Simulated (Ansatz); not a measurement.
**What a trial cell of Y3Cl2 relaxes into**

Theory: Ansatz, DFT PBE, scalar-relativistic, plane waves, PAW. Cutoff 420 eV, Γ-centred k mesh, Gaussian smearing, no spin polarisation in the final step.

The start puts Y3Cl2 on the anti-tetradymite structure type (R-3m, No. 166), with Cl in place of Bi, Y in place of Te, at a guessed volume.

```
CELL_PARAMETERS angstrom
2.02740 1.17052 9.39800
-2.02740 1.17052 9.39800
0.00000 -2.34103 9.39800
ATOMIC_POSITIONS crystal
Y 0.00000 0.00000 0.00000
Y 0.20950 0.20950 0.20950
Y 0.79050 0.79050 0.79050
Cl 0.40000 0.40000 0.40000
Cl 0.60000 0.60000 0.60000
```

Steps on the 6×6×6 mesh (5 atoms). 10 of 10 steps are shown, and the free energy counts from the last. Trial steps that were taken back and renewals of the plane-wave basis can be among the rows.

| step | ΔF (meV/atom) | V (Å³/atom) | P (GPa) | largest force component (eV/Å) |
| --- | --- | --- | --- | --- |
| 1 | 185.4 | 26.76 | -2.55 | 0.927 |
| 2 | 119.3 | 25.84 | -2.57 | 0.608 |
| 3 | 98.3 | 24.84 | -0.80 | 0.494 |
| 4 | 87.3 | 23.77 | 2.03 | 0.145 |
| 5 | 75.5 | 23.98 | 1.74 | 0.138 |
| 6 | 51.4 | 23.84 | 2.76 | 0.131 |
| 7 | 28.3 | 23.78 | 3.70 | 0.312 |
| 8 | 4.0 | 24.84 | 1.21 | 0.022 |
| 9 | 1.2 | 25.54 | 0.03 | 0.034 |
| 10 | 0.0 | 25.54 | 0.10 | 0.034 |

A final relaxation ran on a 12×12×12 mesh. The relaxed crystal, R-3m (No. 166):

Space group R-3m:H (No. 166). a = 3.592 Å, b = 3.592 Å, c = 34.341 Å, α = 90.00°, β = 90.00°, γ = 120.00°
```
atom site symmetry x y z
   Y    3a       -3m  0.0000  0.0000  0.0000
   Y    6c        3m  0.3333  0.6667  0.8725
  Cl    6c        3m  0.6667  0.3333  0.7297
```

```yaml
Volume_per_atom: 25.58 Å³
Density: 4.38 g/cm³
Energy_over_the_elements: -1.06 eV/atom
Gap_on_the_12×12×12_mesh: 0 eV (a metal)
```

Formation energies are uncorrected and refer to the elements' standard structures at the same level (Cl₂ as a molecule).

The final run used a 12×12×12 mesh on its 5-atom cell and 0.10 eV smearing. For metals, differences of a few meV/atom aren't resolved.

Symmetry constrained the relaxation, so the result can be a saddle point.

Cost: 3 runs of about 5.6 core-minutes in all, on Intel Xeon Platinum 8259CL (Skylake/Cascade Lake) (shared hosts).